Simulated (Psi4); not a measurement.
**[CF2]+ (SMILES F[C+]F): UMP2/cc-pVTZ**

Aim: the vertical doublet–quartet gap of [CF2]+ at UMP2/cc-pVTZ, from 2 runs. 

The results are computed with Psi4 1.11.

2 further runs of the same task are left out: 2 set aside as unsound or not needed.

### Step 1. The system as given

[CF2]+ has 3 atoms, charge +1, and is taken as a doublet. As SMILES, `F[C+]F`. The shape is that of a PBE0-D4/def2-TZVP optimisation.

Bond lengths: F1–C2 1.214 Å, C2–F3 1.214 Å. Angles: F1–C2–F3 124.6°.

### Step 2. The energy at UMP2/cc-pVTZ

Contents of cf2.dat:

```
memory 2200 MB

molecule m {
  1 2
  F
  C 1 1.213602
  F 2 1.2136 1 124.64807
  symmetry c1
  no_reorient
  no_com
}

set reference uhf
set puream true
set e_convergence 1e-09
set d_convergence 1e-08
set scf_type pk
set num_frozen_docc 3
set mp2_type conv
set maxiter 100

E = energy("mp2/cc-pVTZ")
```

On the command line:

```console
$ psi4 cf2.dat cf2.out -n 1
```

cf2.out:

```text
[...]
  Running in c1 symmetry.
[...]
  Nuclear repulsion =   67.033258141160943
[...]
  Multiplicity = 2
[...]
  Nalpha       = 12
  Nbeta        = 11
[...]
    Number of basis functions: 90
[...]
   @UHF iter   1:  -236.27822933560446    1.46449e-01   5.15525e-03 ADIIS/DIIS
[...]
   @UHF iter  13:  -236.38132752600515   -2.72848e-12   7.44953e-09 DIIS
[...]
   @S^2 Observed:                7.556601521E-01
[...]
    Orbital Energies [Eh]
    ---------------------
    Alpha Occupied:
       1A    -26.767728     2A    -26.767701     3A    -11.910371
       4A     -2.155449     5A     -2.090130     6A     -1.344180
       7A     -1.243123     8A     -1.213900     9A     -1.162806
      10A     -1.076323    11A     -1.059657    12A     -0.907715
    Alpha Virtual:
      13A     -0.257900    14A     -0.002060    15A      0.038210
      16A      0.096672    17A      0.119329    18A      0.233031
      19A      0.309765    20A      0.488763    21A      0.503991
      22A      0.509330    23A      0.592226    24A      0.648325
      25A      0.693905    26A      0.720681    27A      0.743822
[...]
  @UHF Final Energy:  -236.38132752600515
   => Energetics <=
    Nuclear Repulsion Energy =             67.0332581411609425
    One-Electron Energy =                -452.6012763899894935
    Two-Electron Energy =                 149.1866907228233856
    Total Energy =                       -236.3813275260051512
  UHF NO Occupations:
  HONO-2 :   10  A 1.9990601
  HONO-1 :   11  A 1.9987464
[...]
 Multipole Moments:
 ------------------------------------------------------------------------------------
     Multipole            Electronic (a.u.)      Nuclear  (a.u.)        Total (a.u.)
 ------------------------------------------------------------------------------------
 L = 1.  Multiply by 2.5417464519 to convert [e a0] to [Debye]
 Dipole X            :         -0.2996768           -0.2260526           -0.5257294
 Dipole Y            :         -0.1571779           -0.1185598           -0.2757377
 Dipole Z            :         -0.0000000            0.0000000           -0.0000000
 Magnitude           :                                                    0.5936520
[...]
	SCS-MP2 Total Energy (a.u.)        :  -236.96312228518681
	SOS-MP2 Total Energy (a.u.)        :  -236.95323999751591
	SCSN-MP2 Total Energy (a.u.)       :  -236.66579045487504
[...]
	SOS-PI-MP2 Total Energy (a.u.)     :  -236.99723326455518
[...]
	MP2 Total Energy (a.u.)            :  -236.98288686052865
[...]
```

It took 20 s on 1 thread of AMD EPYC (Zen 3), shared host; peak memory 0.48 GiB.

### Step 3. The quartet, same level

Contents of cf2.json:

```json
{
 "schema_name": "qcschema_input",
 "schema_version": 1,
 "molecule": {
  "schema_name": "qcschema_molecule",
  "schema_version": 2,
  "symbols": ["F", "C", "F"],
  "geometry": [0.71641407, 1.83866572, 0.5975125, 0.52101639, -0.41830977, 0.24050544, -1.23744936, -1.42035595, -0.83803684],
  "molecular_charge": 1,
  "molecular_multiplicity": 4,
  "fix_symmetry": "c1"
 },
 "driver": "energy",
 "model": {
  "method": "mp2",
  "basis": "cc-pVTZ"
 },
 "keywords": {
  "reference": "uhf",
  "puream": true,
  "e_convergence": 1e-09,
  "d_convergence": 1e-08,
  "scf_type": "pk",
  "num_frozen_docc": 3,
  "mp2_type": "conv",
  "maxiter": 100
 }
}
```

On the command line:

```console
$ psi4 --qcschema cf2.json -n 1 --memory 2200MB
```

stdout:

```text
[...]
  Running in c1 symmetry.
[...]
  Nuclear repulsion =   67.033256852444907
[...]
  Multiplicity = 4
[...]
  Nalpha       = 13
  Nbeta        = 10
[...]
    Number of basis functions: 90
[...]
   @UHF iter   1:  -235.95872927905197    4.65949e-01   5.08474e-03 DIIS/ADIIS
[...]
   @UHF iter  17:  -236.08269467295469   -1.25056e-12   5.33318e-09 DIIS
[...]
   @S^2 Observed:                3.794538513E+00
[...]
    Orbital Energies [Eh]
    ---------------------
    Alpha Occupied:
       1A    -26.863279     2A    -26.863266     3A    -11.748058
       4A     -2.234952     5A     -2.179766     6A     -1.411482
       7A     -1.304171     8A     -1.299721     9A     -1.271009
      10A     -1.224994    11A     -1.194265    12A     -0.886938
      13A     -0.725207
    Alpha Virtual:
      14A     -0.018679    15A      0.038082    16A      0.120564
      17A      0.131929    18A      0.218040    19A      0.336390
      20A      0.474294    21A      0.514166    22A      0.527463
      23A      0.546080    24A      0.607137    25A      0.695316
[...]
  @UHF Final Energy:  -236.08269467295469
   => Energetics <=
    Nuclear Repulsion Energy =             67.0332568524449073
    One-Electron Energy =                -451.8238557279415204
    Two-Electron Energy =                 148.7079042025418971
    Total Energy =                       -236.0826946729546876
  UHF NO Occupations:
  HONO-2 :   11  A 1.0000000
  HONO-1 :   12  A 1.0000000
[...]
 Multipole Moments:
 ------------------------------------------------------------------------------------
     Multipole            Electronic (a.u.)      Nuclear  (a.u.)        Total (a.u.)
 ------------------------------------------------------------------------------------
 L = 1.  Multiply by 2.5417464519 to convert [e a0] to [Debye]
 Dipole X            :         -0.1191516            0.2057569            0.0866052
 Dipole Y            :          0.0874580           -0.1510640           -0.0636060
 Dipole Z            :         -0.0000000           -0.0000000           -0.0000000
 Magnitude           :                                                    0.1074532
[...]
	SCS-MP2 Total Energy (a.u.)        :  -236.62662001115990
	SOS-MP2 Total Energy (a.u.)        :  -236.57436503366048
	SCSN-MP2 Total Energy (a.u.)       :  -236.35860095415160
[...]
	SOS-PI-MP2 Total Energy (a.u.)     :  -236.65631009377813
[...]
	MP2 Total Energy (a.u.)            :  -236.64918490604109
[...]
```

The result, in JSON:

```text
{
 "driver": "energy",
 "model": {
  "method": "mp2",
  "basis": "cc-pVTZ"
 },
 "success": true,
 "return_result": -236.64918490604109,
 "properties": {
  "calcinfo_nbasis": 90,
  "calcinfo_nmo": 90,
  "calcinfo_nalpha": 13,
  "calcinfo_nbeta": 10,
  "calcinfo_natom": 3,
  "nuclear_repulsion_energy": 67.03325685244491,
  "return_energy": -236.64918490604109,
  "scf_one_electron_energy": -451.8238557279415,
  "scf_two_electron_energy": 148.7079042025419,
  "scf_dipole_moment": [0.0866052160081957, -0.06360600441940889, -3.5123283831339514e-16],
  "scf_total_energy": -236.0826946729547,
  "scf_iterations": 17,
  "mp2_same_spin_correlation_energy": -0.15676493249824355,
  "mp2_opposite_spin_correlation_energy": -0.40972530058816625,
  "mp2_singles_energy": 0.0,
  "mp2_doubles_energy": -0.5664902330864098,
  "mp2_correlation_energy": -0.5664902330863981,
  "mp2_total_energy": -236.64918490604109
 }
}
```

Run time: 23 s. Hardware: 1 thread of AMD EPYC (Zen 3), shared host; peak memory 0.48 GiB.

### Step 4. Results

At UMP2/cc-pVTZ, 3 core orbitals frozen:

| quantity | value |
| --- | --- |
| doublet: total energy | -236.98289 Eh |
| doublet: HOMO energy (Hartree–Fock orbitals) (highest over α and β) | -24.70 eV |
| doublet: LUMO energy (Hartree–Fock orbitals) (lowest over α and β) | -7.90 eV |
| doublet: correlation energy (3 core orbitals frozen) | -601.6 mEh |
| doublet: ⟨S²⟩ of the reference determinant | 0.756 |
| quartet: total energy | -236.64918 Eh |
| quartet: HOMO energy (Hartree–Fock orbitals) (highest over α and β) | -19.73 eV |
| quartet: LUMO energy (Hartree–Fock orbitals) (lowest over α and β) | -14.33 eV |
| quartet: correlation energy (3 core orbitals frozen) | -566.5 mEh |
| quartet: ⟨S²⟩ of the reference determinant | 3.795 |
| vertical energy of the quartet above the doublet | 9.080 eV |

**Reading.** At this shape the quartet lies 9.08 eV (209 kcal/mol) above the doublet.
